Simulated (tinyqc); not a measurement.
Inside a calculation. Method: MP2 on RHF in the sto-3g basis, frozen core, for HF, spin multiplicity 1. Computed by tinyqc, a small Python program that keeps every step (integrals from PySCF). Settings: charge = 0, multiplicity = 1, basis = sto-3g, method = RHF, frozen orbitals = 1, energy threshold = 1e-10, iteration cap = 83, orthogonalisation = symmetric, start = Wolfsberg-Helmholz matrix, DIIS depth = 6. Command: `OMP_NUM_THREADS=1 python tinyqc.py 20429 20430 out.jsonl` (the two numbers bound the seeds that draw the settings). One thread of a shared host (Intel(R) Xeon(R) Processor @ 2.60GHz), about 0.1 s of CPU time with the checks. The early iterations of the SCF are left out here.

## One-electron integrals

Geometry (angstrom):
```
atom       x       y       z
F     0.0000  0.0000  0.0000
H     0.0000  0.0000  1.1700
```

Basis sto-3g: exponents (1/bohr^2) and contraction coefficients of normalised primitives:
```
element  l (shell)  exponent  coefficient
F            s (1)  166.6791       0.1543
F            s (1)   30.3608       0.5353
F            s (1)    8.2168       0.4446
F            s (2)    6.4648      -0.1000
F            s (2)    1.5023       0.3995
F            s (2)    0.4886       0.7001
F            p (3)    6.4648       0.1559
F            p (3)    1.5023       0.6077
F            p (3)    0.4886       0.3920
H            s (1)    3.4253       0.1543
H            s (1)    0.6239       0.5353
H            s (1)    0.1689       0.4446
```

Overlap, kinetic and nuclear-attraction integrals over the contracted functions; the nuclear repulsion is the sum of Za Zb / Rab.

nuclear repulsion = 4.070594 hartree

overlap S, lower triangle:
```
         1F 1s   1F 2s  1F 2px  1F 2py  1F 2pz   2H 1s
1F 1s   1.0000
1F 2s   0.2380  1.0000
1F 2px  0.0000  0.0000  1.0000
1F 2py  0.0000  0.0000  0.0000  1.0000
1F 2pz  0.0000  0.0000  0.0000  0.0000  1.0000
2H 1s   0.0270  0.2985  0.0000  0.0000  0.2570  1.0000
```

kinetic energy T (hartree), lower triangle:
```
          1F 1s   1F 2s  1F 2px  1F 2py  1F 2pz   2H 1s
1F 1s   36.9846
1F 2s   -0.2129  1.0380
1F 2px   0.0000  0.0000  3.2480
1F 2py   0.0000  0.0000  0.0000  3.2480
1F 2pz   0.0000  0.0000  0.0000  0.0000  3.2480
2H 1s   -0.0077  0.0310  0.0000  0.0000  0.1160  0.7600
```

nuclear attraction V (hartree), lower triangle:
```
           1F 1s     1F 2s    1F 2px    1F 2py    1F 2pz    2H 1s
1F 1s   -77.4619
1F 2s    -9.2844  -11.9930
1F 2px    0.0000    0.0000  -11.8797
1F 2py    0.0000    0.0000    0.0000  -11.8797
1F 2pz   -0.0092   -0.1148    0.0000    0.0000  -11.9419
2H 1s    -1.0799   -2.5875    0.0000    0.0000   -1.9257  -5.2332
```

core Hamiltonian H = T + V (hartree), lower triangle:
```
           1F 1s     1F 2s   1F 2px   1F 2py   1F 2pz    2H 1s
1F 1s   -40.4773
1F 2s    -9.4973  -10.9550
1F 2px    0.0000    0.0000  -8.6317
1F 2py    0.0000    0.0000   0.0000  -8.6317
1F 2pz   -0.0092   -0.1148   0.0000   0.0000  -8.6939
2H 1s    -1.0876   -2.5565   0.0000   0.0000  -1.8098  -4.4732
```

## Two-electron integrals

Functions are numbered as in S; the eight-fold symmetry (ij|kl) = (ji|kl) = (kl|ij) leaves the list below.

Two-electron integrals (ij|kl) in chemists' order, unique and non-zero (hartree):
```
(11|11) 5.4035   (21|11) 0.8419   (21|21) 0.1563   (22|11) 1.2680
(22|21) 0.2923   (22|22) 0.9262   (31|31) 0.0280   (32|31) 0.0432
(32|32) 0.2046   (33|11) 1.2645   (33|21) 0.2924   (33|22) 0.9260
(33|33) 0.9975   (41|41) 0.0280   (42|41) 0.0432   (42|42) 0.2046
(43|43) 0.0538   (44|11) 1.2645   (44|21) 0.2924   (44|22) 0.9260
(44|33) 0.8900   (44|44) 0.9975   (51|51) 0.0280   (52|51) 0.0432
(52|52) 0.2046   (53|53) 0.0538   (54|54) 0.0538   (55|11) 1.2645
(55|21) 0.2924   (55|22) 0.9260   (55|33) 0.8900   (55|44) 0.8900
(55|55) 0.9975   (61|11) 0.0968   (61|21) 0.0178   (61|22) 0.0332
(61|33) 0.0331   (61|44) 0.0331   (61|51) 0.0007   (61|52) 0.0014
(61|55) 0.0333   (61|61) 0.0021   (62|11) 0.2624   (62|21) 0.0614
(62|22) 0.2191   (62|33) 0.2158   (62|44) 0.2158   (62|51) 0.0042
(62|52) 0.0335   (62|55) 0.2254   (62|61) 0.0071   (62|62) 0.0656
(63|31) 0.0062   (63|32) 0.0376   (63|53) 0.0069   (63|63) 0.0094
(64|41) 0.0062   (64|42) 0.0376   (64|54) 0.0069   (64|64) 0.0094
(65|11) 0.1858   (65|21) 0.0440   (65|22) 0.1681   (65|33) 0.1611
(65|44) 0.1611   (65|51) 0.0088   (65|52) 0.0618   (65|55) 0.1820
(65|61) 0.0053   (65|62) 0.0618   (65|65) 0.0674   (66|11) 0.4450
(66|21) 0.1058   (66|22) 0.4364   (66|33) 0.4225   (66|44) 0.4225
(66|51) 0.0084   (66|52) 0.0960   (66|55) 0.4637   (66|61) 0.0123
(66|62) 0.1734   (66|65) 0.1907   (66|66) 0.7746
```

## Orthogonalisation

S = U s U^T; symmetric (Loewdin) form X = U s^(-1/2) U^T, so that X^T S X = 1.

eigenvalues of S: 0.5721  0.8491  1.0000  1.0000  1.1287  1.4501

X, lower triangle:
```
          1F 1s    1F 2s  1F 2px  1F 2py   1F 2pz   2H 1s
1F 1s    1.0227
1F 2s   -0.1279   1.0619
1F 2px   0.0000   0.0000  1.0000
1F 2py   0.0000   0.0000  0.0000  1.0000
1F 2pz  -0.0038   0.0334  0.0000  0.0000   1.0280
2H 1s    0.0159  -0.1694  0.0000  0.0000  -0.1429  1.0664
```

## Iteration 7 (converged): orbitals

converged F (hartree), lower triangle:
```
           1F 1s    1F 2s   1F 2px   1F 2py   1F 2pz    2H 1s
1F 1s   -25.9125
1F 2s    -6.6248  -3.0205
1F 2px    0.0000   0.0000  -0.4625
1F 2py    0.0000   0.0000   0.0000  -0.4625
1F 2pz   -0.0168  -0.0340   0.0000   0.0000  -0.2388
2H 1s    -0.7672  -0.7303   0.0000   0.0000  -0.4590  -0.3353
```

Diagonalise F' = X^T F X, C = X C', fill 5 alpha and 5 beta electrons from the bottom; D = 2 C_occ C_occ^T. Each column has its largest component positive (the first on a tie).

F' = X^T F X (hartree), lower triangle:
```
          1        2        3        4        5        6
1  -25.4427
2   -3.3972  -1.8078
3    0.0000   0.0000  -0.4625
4    0.0000   0.0000   0.0000  -0.4625
5   -0.0378   0.0665   0.0000   0.0000  -0.1225
6   -0.0613  -0.3611   0.0000   0.0000  -0.4486  -0.0676
```

orbital energies (hartree): MO1 -25.9218, MO2 -1.4209, MO3 -0.5064, MO4 -0.4625, MO5 -0.4625, MO6 0.4085

coefficients C:
```
            MO1      MO2      MO3      MO4     MO5      MO6
1F 1s    0.9949  -0.2570   0.0565   0.0000  0.0000   0.0590
1F 2s    0.0209   0.9885  -0.2903   0.0000  0.0000  -0.3346
1F 2px   0.0000   0.0000   0.0000  -0.0873  0.9962   0.0000
1F 2py   0.0000   0.0000   0.0000   0.9962  0.0873   0.0000
1F 2pz   0.0015   0.0335   0.6862   0.0000  0.0000  -0.7787
2H 1s   -0.0035   0.1091   0.5853   0.0000  0.0000   0.9121
```

D after iteration 7, lower triangle:
```
          1F 1s    1F 2s  1F 2px  1F 2py  1F 2pz   2H 1s
1F 1s    2.1183
1F 2s   -0.4994   2.1237
1F 2px   0.0000   0.0000  2.0000
1F 2py   0.0000   0.0000  0.0000  2.0000
1F 2pz   0.0634  -0.3322  0.0000  0.0000  0.9440
2H 1s    0.0031  -0.1243  0.0000  0.0000  0.8106  0.7091
```

Within a degenerate level the vectors are fixed only up to a rotation; this is one choice.

## Convergence

Stop when the energy changes by less than 1e-10 hartree and every element of the error matrix X^T (F D S - S D F) X is below 3e-06.

Course of the cycle:
```
iteration  E (hartree)     change  largest element of the error matrix
1           -98.212025          -                             4.63e-01
2           -98.522864  -3.11e-01                             8.10e-02
3           -98.532403  -9.54e-03                             1.48e-02
4           -98.532554  -1.50e-04                             1.38e-03
5           -98.532556  -2.29e-06                             2.30e-05
6           -98.532556  -3.50e-10                             2.90e-07
7           -98.532556  -8.53e-14                             2.28e-10
```

PySCF RHF in the same basis = -98.532556 hartree

Converged in 7 iterations.

## Integrals over molecular orbitals

(pq|rs) = sum C_ip C_jq C_kr C_ls (ij|kl), one index at a time.

one-electron integrals over orbitals h = C^T H C (hartree), lower triangle:
```
          1        2        3        4        5        6
1  -40.4598
2    0.7192  -9.1264
3   -0.1495   0.5199  -6.9793
4    0.0000   0.0000   0.0000  -8.6317
5    0.0000   0.0000   0.0000   0.0000  -8.6317
6   -0.1611   0.8701   2.1772   0.0000   0.0000  -6.0305
```

Two-electron integrals over orbitals (pq|rs), unique and non-zero (hartree); the lowest 1 orbital is frozen and left out:
```
(22|22) 0.8679    (32|22) -0.0430   (32|32) 0.1411    (33|22) 0.7069
(33|32) -0.0203   (33|33) 0.6943    (42|42) 0.1878    (43|42) -0.0313
(43|43) 0.0377    (44|22) 0.8916    (44|32) -0.0701   (44|33) 0.6946
(44|44) 0.9975    (52|52) 0.1878    (53|52) -0.0313   (53|53) 0.0377
(54|54) 0.0538    (55|22) 0.8916    (55|32) -0.0701   (55|33) 0.6946
(55|44) 0.8900    (55|55) 0.9975    (62|22) -0.0955   (62|32) -0.0710
(62|33) -0.0243   (62|44) -0.0940   (62|55) -0.0940   (62|62) 0.0920
(63|22) -0.2221   (63|32) 0.0855    (63|33) -0.0994   (63|44) -0.2355
(63|55) -0.2355   (63|62) 0.0415    (63|63) 0.2201    (64|42) -0.0316
(64|43) -0.0209   (64|64) 0.0296    (65|52) -0.0316   (65|53) -0.0209
(65|65) 0.0296    (66|22) 0.6485    (66|32) 0.0513    (66|33) 0.6553
(66|44) 0.6307    (66|55) 0.6307    (66|62) -0.0571   (66|63) -0.0235
(66|66) 0.6851
```

## Second-order Moller-Plesset energy

Hartree-Fock energy = -98.532556 hartree

E2 = sum_ijab (ia|jb) [2 (ia|jb) - (ib|ja)] / (e_i + e_j - e_a - e_b) over occupied i, j and virtual a, b; the opposite-spin part is (ia|jb)^2 / denominator, the rest is same-spin, and SCS-MP2 scales them by 6/5 and 1/3.

Terms:
```
i  j  a  b  (ia|jb)  (ib|ja)  denominator     term
3  3  6  6   0.2201   0.2201      -1.8297  -0.0265
2  2  6  6   0.0920   0.0920      -3.6588  -0.0023
2  3  6  6   0.0415   0.0415      -2.7443  -0.0006
3  2  6  6   0.0415   0.0415      -2.7443  -0.0006
4  4  6  6   0.0296   0.0296      -1.7420  -0.0005
5  5  6  6   0.0296   0.0296      -1.7420  -0.0005
```

Pair energies (hartree; pair i-j sums ij and ji):
```
pair  opposite spin  same spin
2-2         -0.0023     0.0000
3-2         -0.0013     0.0000
3-3         -0.0265     0.0000
4-4         -0.0005     0.0000
5-5         -0.0005     0.0000
```

MP2 correlation energy = -0.031050 hartree

SCS-MP2 correlation energy = -0.037259 hartree

MP2 total energy = -98.563606 hartree
